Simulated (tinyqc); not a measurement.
Worked calculation: CIS on RHF in the sto-6g basis, frozen core, for H2F+, spin multiplicity 1. One step of it, computed by the program tinyqc.

Task: CIS matrix, singlets. A(ia,jb) = (e_a - e_i) d_ij d_ab + 2 (ia|jb) - (ij|ab).

orbital energies (hartree): MO1 -27.001114, MO2 -2.147542, MO3 -1.288701, MO4 -1.136505, MO5 -1.093347, MO6 0.051291, MO7 0.230004

Two-electron integrals over orbitals (pq|rs), unique and non-zero (hartree); the lowest 1 orbital is frozen and left out:
```
p,q,r,s,(pq|rs)
2,2,2,2,0.869121
3,2,2,2,-0.000802
3,2,3,2,0.164346
3,3,2,2,0.777431
3,3,3,2,0.000666
3,3,3,3,0.765143
4,2,2,2,0.019954
4,2,3,2,0.000008
4,2,3,3,-0.003532
4,2,4,2,0.156018
4,3,2,2,-0.000432
4,3,3,2,0.001661
4,3,3,3,-0.000538
4,3,4,2,0.000717
4,3,4,3,0.048158
4,4,2,2,0.823377
4,4,3,2,0.000616
4,4,3,3,0.736711
4,4,4,2,-0.094577
4,4,4,3,-0.000970
4,4,4,4,0.933816
5,2,5,2,0.179581
5,3,5,2,0.000521
5,3,5,3,0.039652
5,4,5,2,-0.037936
5,4,5,3,-0.000205
5,4,5,4,0.058196
5,5,2,2,0.881077
5,5,3,2,0.000427
5,5,3,3,0.763318
5,5,4,2,-0.046695
5,5,4,3,-0.000791
5,5,4,4,0.852543
5,5,5,5,0.998085
6,2,2,2,0.159863
6,2,3,2,0.001351
6,2,3,3,0.100897
6,2,4,2,0.034852
6,2,4,3,-0.000543
6,2,4,4,0.118893
6,2,5,5,0.165516
6,2,6,2,0.086455
6,3,2,2,0.004292
6,3,3,2,-0.026202
6,3,3,3,0.003541
6,3,4,2,-0.001185
6,3,4,3,-0.014677
6,3,4,4,0.004002
6,3,5,5,0.004737
6,3,6,2,0.002082
6,3,6,3,0.063804
6,4,2,2,0.117931
6,4,3,2,-0.001221
6,4,3,3,0.071916
6,4,4,2,-0.002432
6,4,4,3,-0.000123
6,4,4,4,0.128755
6,4,5,5,0.120726
6,4,6,2,0.059987
6,4,6,3,0.002507
6,4,6,4,0.058432
6,5,5,2,0.058339
6,5,5,3,0.000673
6,5,5,4,0.002895
6,5,6,5,0.029887
6,6,2,2,0.604149
6,6,3,2,0.003899
6,6,3,3,0.578455
6,6,4,2,0.071571
6,6,4,3,0.001838
6,6,4,4,0.552682
6,6,5,5,0.572081
6,6,6,2,0.063331
6,6,6,3,-0.002629
6,6,6,4,0.030261
6,6,6,6,0.561118
7,2,2,2,-0.004244
7,2,3,2,0.056047
7,2,3,3,-0.002073
7,2,4,2,-0.000158
7,2,4,3,-0.026840
7,2,4,4,-0.003475
7,2,5,5,-0.004277
7,2,6,2,-0.001051
7,2,6,3,0.030602
7,2,6,4,-0.001570
7,2,6,6,-0.001900
7,2,7,2,0.053695
7,3,2,2,0.189316
7,3,3,2,0.001399
7,3,3,3,0.158597
7,3,4,2,-0.060663
7,3,4,3,-0.000286
7,3,4,4,0.202844
7,3,5,5,0.219649
7,3,6,2,0.077568
7,3,6,3,0.001815
7,3,6,4,0.070189
7,3,6,6,0.023326
7,3,7,2,-0.002596
7,3,7,3,0.155851
7,4,2,2,-0.000989
7,4,3,2,-0.061468
7,4,3,3,-0.000978
7,4,4,2,-0.000659
7,4,4,3,0.014540
7,4,4,4,-0.001252
7,4,5,5,-0.001171
7,4,6,2,-0.001224
7,4,6,3,0.035604
7,4,6,4,0.000356
7,4,6,6,-0.002911
7,4,7,2,-0.012073
7,4,7,3,-0.001579
7,4,7,4,0.049119
7,5,5,2,-0.001446
7,5,5,3,0.025187
7,5,5,4,0.000117
7,5,6,5,-0.000287
7,5,7,5,0.019926
7,6,2,2,-0.000519
7,6,3,2,0.102744
7,6,3,3,0.000934
7,6,4,2,-0.000923
7,6,4,3,0.037800
7,6,4,4,0.001071
7,6,5,5,0.000305
7,6,6,2,-0.000368
7,6,6,3,-0.075984
7,6,6,4,-0.001880
7,6,6,6,0.006301
7,6,7,2,-0.009751
7,6,7,3,0.002438
7,6,7,4,-0.057178
7,6,7,6,0.154203
7,7,2,2,0.638468
7,7,3,2,-0.004572
7,7,3,3,0.641455
7,7,4,2,0.009191
7,7,4,3,-0.001475
7,7,4,4,0.615790
7,7,5,5,0.622887
7,7,6,2,0.054384
7,7,6,3,0.004666
7,7,6,4,0.027789
7,7,6,6,0.556201
7,7,7,2,-0.001153
7,7,7,3,0.072566
7,7,7,4,0.002254
7,7,7,6,-0.005592
7,7,7,7,0.601685
```

Give: CIS matrix A, singlet.

Result:

CIS matrix A, singlet (hartree), lower triangle:
```
,2>6,2>7,3>6,3>7,4>6,4>7,5>6,5>7
2>6,1.768
2>7,-0.002,1.846
3>6,0.000,-0.042,0.889
3>7,0.052,-0.001,0.003,1.189
4>6,0.048,-0.002,0.003,0.103,0.752
4>7,-0.002,-0.033,0.033,-0.002,0.000,0.849
5>6,0.000,0.000,0.000,0.000,0.000,0.000,0.632
5>7,0.000,0.000,0.000,0.000,0.000,0.000,-0.001,0.740
```
